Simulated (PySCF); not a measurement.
**SiH2Cl2 (dichlorosilane (DCS)): levels of theory compared**

We compute a comparison of 6 runs (B2PLYP/STO-3G, B3LYP/STO-3G, UMP2/STO-3G, CCSDT(Q)/STO-3G, CCSDT/STO-3G, CISD/STO-3G) of SiH2Cl2 (dichlorosilane (DCS)). 

The results are computed with PySCF 2.14.0.

7 further runs of the same task are left out: 7 set aside as unsound or not needed.

**1. The system as given**

SiH2Cl2 has 5 atoms, charge 0, and is taken as a singlet. As SMILES, `Cl[SiH2]Cl`. The Si2–H5 distance was set to 3.246 Å, away from the relaxed value. At this shape a bond of the SMILES string is far longer than usual.

Bond lengths: Cl1–Si2 2.040 Å, Si2–Cl3 2.040 Å, Si2–H4 1.476 Å. Angles: Cl1–Si2–Cl3 110.1°, Cl1–Si2–H4 108.5°, Cl3–Si2–H4 108.5°.

**2. A single-point energy at B2PLYP/STO-3G (run 1)**

The input, run.py:

```python
from pyscf import gto, dft, mp

mol = gto.M(
    atom='''
Cl  -2.547740  -1.147360   1.078540
Si  -1.374840  -0.825660  -0.559660
Cl  -2.310840   0.442840  -1.854760
H   -1.159640  -2.116160  -1.241960
H    1.396500   0.556600   0.413400
''',
    verbose=3,
    charge=0,
    basis='sto-3g',
    max_memory=1860,
)

calc0 = dft.RKS(mol, xc='0.53*HF + 0.47*B88, 0.73*LYP')
calc0.grids.level = 5
calc0.conv_tol = 1e-10
calc0.kernel()
if not calc0.converged:
    calc0 = calc0.newton().run(calc0.mo_coeff, calc0.mo_occ)

pt = mp.MP2(calc0, frozen=15).run()
etot = calc0.e_tot + 0.27 * pt.e_corr
print('PT2 part  %.8f' % (0.27 * pt.e_corr))
print('E(%s) = %.9f' % ('B2PLYP', etot))
```

The run is started by

```sh
$ OMP_NUM_THREADS=1 python run.py
```

What it wrote:

```text
converged SCF energy = -1197.0379786286
E(RMP2) = -1197.25914449951  E_corr = -0.221165870905288
E(SCS-RMP2) = -1197.294328601  E_corr = -0.256349972399182
PT2 part  -0.05971479
E(B2PLYP) = -1197.097693414
```

Run time: 6.3 s. Hardware: 1 thread of Arm Neoverse V1, shared host; peak memory 0.24 GiB.

**3. A single-point energy at B3LYP/STO-3G (run 2)**

The input, input.xyz:

```xyz
5

Cl    -2.547740    -1.147360     1.078540
Si    -1.374840    -0.825660    -0.559660
Cl    -2.310840     0.442840    -1.854760
H     -1.159640    -2.116160    -1.241960
H      1.396500     0.556600     0.413400
```

The input, calc.py:

```python
from pyscf import gto, dft

mol = gto.M(
    atom='input.xyz',
    basis='sto-3g',
    verbose=3,
    max_memory=1860,
    charge=0,
)

myscf = dft.RKS(mol)
myscf.xc = 'b3lyp'
myscf.grids.level = 5
myscf.conv_tol = 1e-10
myscf.kernel()
if not myscf.converged:
    myscf = myscf.newton().run(myscf.mo_coeff, myscf.mo_occ)

e_tot = myscf.e_tot
print('E = %.10f Eh' % e_tot)
```

The run is started by

```sh
$ OMP_NUM_THREADS=1 python calc.py
```

What it wrote:

```text
SCF not converged.
SCF energy = -1197.55786623187
converged SCF energy = -1197.55786623394
E = -1197.5578662339 Eh
```

It took 9.6 s on 1 thread of Arm Neoverse V1, shared host; peak memory 0.26 GiB.

Run 3 isn't shown in full; the table further down has it.

**4. The energy at CCSDT(Q)/STO-3G (run 4)**

The input, job.py:

```python
from pyscf import gto, scf, cc

system = gto.M(
    atom='''
Cl    -4.814531    -2.168196     2.038145
Si    -2.598071    -1.560271    -1.057604
Cl    -4.366855     0.836846    -3.504988
H     -2.191402    -3.998963    -2.346964
H      2.639003     1.051822     0.781213
''',
    verbose=3,
    max_memory=1860,
    basis='sto-3g',
    unit='bohr',
    charge=0,
)

mf = scf.RHF(system)
mf.conv_tol = 1e-10
mf.kernel()
if not mf.converged:
    mf = mf.newton().run(mf.mo_coeff, mf.mo_occ)

mycc = cc.CCSDT(mf, frozen=15)
mycc.kernel()
e_bracket, e_q = mycc.ccsdt_q()
etot = mycc.e_tot + e_q
print('E = %.10f Eh' % etot)
```

The run is started by

```sh
$ OMP_NUM_THREADS=1 python job.py
```

What it wrote:

```text
converged SCF energy = -1195.70226807844
_make_eris_incore_RCCSDT

WARN: A large `blksize` is being used, which may cause large memory consumption
      for storing contraction intermediates. If memory is sufficient, consider using
      `pyscf.cc.rccsdt_highm.RCCSDT` instead.

RCCSDT converged
E(RCCSDT) = -1195.924096954077   E_corr = -0.2218288756348696
E_corr(same-spin) = -0.00521879794028735
E_corr(oppo-spin) = -0.216610077694582
_make_eris_incore_RCCSDT
E = -1195.9245918910 Eh
```

It took 3.9 s on 1 thread of Arm Neoverse V1, shared host; peak memory 0.11 GiB.

Run 5 isn't shown in full; the table further down has it.

**5. A single-point energy at CISD/STO-3G (run 6)**

The input, job.py:

```python
from pyscf import gto, ci

mol = gto.Mole()
mol.atom = '''
Cl    -4.814531    -2.168196     2.038145
Si    -2.598071    -1.560271    -1.057604
Cl    -4.366855     0.836846    -3.504988
H     -2.191402    -3.998963    -2.346964
H      2.639003     1.051822     0.781213
'''
mol.basis = 'sto-3g'
mol.verbose = 3
mol.unit = 'bohr'
mol.charge = 0
mol.max_memory = 1860
mol.build()

calc0 = mol.RHF()
calc0.conv_tol = 1e-10
calc0.kernel()
if not calc0.converged:
    calc0 = calc0.newton().run(calc0.mo_coeff, calc0.mo_occ)

cisd = ci.CISD(calc0, frozen=15)
cisd.kernel()
e_final = cisd.e_tot
print(f'total energy: {e_final:.8f} hartree')
```

The run is started by

```sh
$ OMP_NUM_THREADS=1 python job.py
```

What it wrote:

```text
converged SCF energy = -1195.70226807844
E(RCISD) = -1195.901663092254  E_corr = -0.1993950138117948
total energy: -1195.90166309 hartree
```

Run time: 0.87 s. Hardware: 1 thread of Arm Neoverse V1, shared host; peak memory 0.12 GiB.

**6. The series**

| run | level | frozen core orbitals | integration grid | energy (Eh) | dipole moment (D) of the reference | HOMO energy (eV) | LUMO energy (eV) | wall time |
| --- | --- | --- | --- | --- | --- | --- | --- | --- |
| 1 | B2PLYP/STO-3G | 15 | 5 | -1197.097693 | 2.32 | -4.81 | -1.15 | 6.3 s |
| 2 | B3LYP/STO-3G | – | 5 | -1197.557866 | 2.02 | -4.15 | -2.18 | 9.6 s |
| 3 | UMP2/STO-3G | 15 | – | -1195.907579 | 3.17 | -8.15 | 3.56 | 1.1 s |
| 4 | CCSDT(Q)/STO-3G | 15 | – | -1195.924592 | 2.67 | -5.62 | 0.49 | 3.9 s |
| 5 | CCSDT/STO-3G | 15 | – | -1195.924097 | 2.67 | -5.62 | 0.49 | 1.9 s |
| 6 | CISD/STO-3G | 15 | – | -1195.901663 | 2.67 | -5.62 | 0.49 | 0.87 s |

**7. What came out**

| quantity | value |
| --- | --- |
| run 6: total energy | -1195.90166 Eh |
| run 6: dipole moment (Hartree–Fock density) | 2.67 D |
| run 6: HOMO energy (Hartree–Fock orbitals) | -5.62 eV |
| run 6: LUMO energy (Hartree–Fock orbitals) | 0.49 eV |
| run 6: HOMO–LUMO gap (Hartree–Fock orbitals) | 6.11 eV |
| run 6: correlation energy (15 core orbitals frozen) | -199.4 mEh |

**Reading.** Totals of different functionals can't be ranked against each other. In runs 1, 2, 3, 4, 5, 6 the basis is minimal, so the values are rough. In runs 1, 2, 6 a closed-shell determinant meets a far-stretched bond, which it describes badly. Spin contamination of the reference: run 3 ⟨S²⟩ = 0.99. Where it is this large, the reference is a mixture of spin states, and values that rest on it are in doubt. All runs together took 24 s, the longest 9.6 s.
